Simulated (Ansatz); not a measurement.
Worked example: correlation energy of [GeH$_{3}$···H···Cl], doublet

Geometry: a point of a hydrogen-transfer path between rigid fragments, not a stationary point.

```xyz
6

Ge   -1.1701    0.0000    0.0000
H    -1.6815    1.4466    0.0000
H    -1.6815   -0.7233    1.2528
H    -1.6815   -0.7233   -1.2528
H     1.1579    0.0000    0.0000
Cl    2.5079    0.0000    0.0000
```

Basis cc-pVDZ; Ansatz 0.2.0. Only valence electrons are correlated (noble-gas cores and the filled d shells of p-block atoms frozen), which leaves 15 electrons in 46 orbitals. R marks a restricted (for open shells ROHF) determinant, U an unrestricted one. No spin–orbit coupling is included, and no scalar relativity.

Full CI isn't at hand for all of this; UCCSDT(Q) serves as the reference, and is uncertain by about the last step of the cluster series.

Runs differ by some tens of microhartree through their thresholds and, for an open shell, their frozen cores, so steps under 0.03 kcal/mol mean nothing.

```tsv
level	total energy (hartree)
UHF	-2537.115093
UMP2	-2537.357372
UCCSD	-2537.398646
UCCSD(T)	-2537.403663
UCCSDT	-2537.404516
UCCSDT(Q)	-2537.404860
```

Q: What is the correlation energy at UCCSDT(Q), and what share of it do UMP2 and UCCSD recover?

A: E(corr) = -2537.404860 − (-2537.115093) = -0.289767 hartree = -7.885 eV. UMP2: -0.242279 / -0.289767 = 83.61 %. UCCSD: -0.283553 / -0.289767 = 97.86 %.

Q: By how many kcal/mol does UCCSD(T) miss UCCSDT(Q) (1 hartree = 627.509 kcal/mol), and which steps make up the rest?

A: -2537.403663 − (-2537.404860) = 0.001197 hartree = 0.75 kcal/mol. Steps: UCCSDT − UCCSD(T) = -0.54, UCCSDT(Q) − UCCSDT = -0.22 kcal/mol. That is within 1 kcal/mol of the reference in this basis, which itself misses far more of the correlation at the basis-set limit.
